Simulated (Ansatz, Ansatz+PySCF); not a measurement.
```xyz
2

Al    0.0000    0.0000   -0.1286
H     0.0000    0.0000    1.6724
```

RHF on singlet AlH was run in several spherical basis sets with Ansatz (development build ahead of 0.2.0).

**Question.** Rank the basis sets by the total energy that they give, lowest first, with the distance from the lowest.
A. cc-pVTZ
B. def2-TZVP
C. 6-31G(d)
D. def2-SVP
E. cc-pVDZ

**Answer.** A (0.00 eV), B (0.12 eV), E (0.20 eV), C (0.67 eV), D (2.43 eV).

Totals follow the description of the cores as much as that of the bonds, so this order isn't one of quality for chemistry.
